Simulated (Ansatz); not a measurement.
A nudged elastic band was laid between two geometries of C2H3F (6 atoms, charge 0, multiplicity 1).

Method: RKS PBE0/def2-SVP (Ansatz 0.2.0).

* movable images: 7
* climbing image: yes
* spring: 5.0 eV/Å²
* optimiser: quadratic models (default)
* start path: through a guess of the saddle point
* force threshold: 0.05 eV/Å
* iteration limit: 60
* end points: relaxed

Initial state:

```xyz
6
Properties=species:S:1:pos:R:3
C -0.538 0.077 -0.445
C 0.495 -0.025 0.381
F 0.970 -1.193 0.799
H -1.051 -0.810 -0.822
H -0.884 1.064 -0.753
H 1.051 0.823 0.794
```

Final state:

```xyz
6
Properties=species:S:1:pos:R:3
C -0.539 0.077 -0.445
C 0.494 -0.024 0.380
F 0.970 -1.192 0.799
H -0.885 1.063 -0.754
H -1.050 -0.811 -0.821
H 1.051 0.823 0.794
```

Task: Which bonds break or form, and what moves?

Result: No bond is made or broken. The dihedral H5–C1–C2–F3 goes from -180 to 0°. The two ends are copies of one structure, up to a mirror image or an exchange of like atoms.

Task: What energy profile does the band end with?

Result: It converged. The highest image is number 4 of 0 to 8, 3.67 eV above the ends, which have the same energy within 2 meV. Neighbouring images differ by up to 1.3 eV, so the band resolves the path poorly. A vibrational analysis at the climbing image gives one clearly imaginary mode, 2462i cm⁻¹: a first-order saddle point.

| image | path coordinate (Å) | energy (eV) | dihedral H5–C1–C2–F3 (°) |
| --- | --- | --- | --- |
| 0 | 0.00 | 0.00 | -180 |
| 1 | 0.42 | 0.31 | -154 |
| 2 | 0.84 | 1.21 | -120 |
| 3 | 1.25 | 2.55 | -85 |
| 4 | 1.67 | 3.67 | -48 |
| 5 | 2.08 | 2.55 | -33 |
| 6 | 2.48 | 1.22 | -24 |
| 7 | 2.89 | 0.31 | -15 |
| 8 | 3.30 | 0.00 | 0 |

Task: What is the geometry of the highest image?

Result: 
```xyz
6
Properties=species:S:1:pos:R:3
C -0.704 0.413 -0.300
C 0.396 0.056 0.427
F 1.249 -0.939 0.181
H -1.241 -0.577 -0.354
H -0.410 0.471 -1.374
H 0.752 0.512 1.374
```

The run took 4.4 min on 1 thread of Intel(R) Xeon(R) Platinum 8488C (Sapphire Rapids) (shared host), peak memory 0.12 GiB.
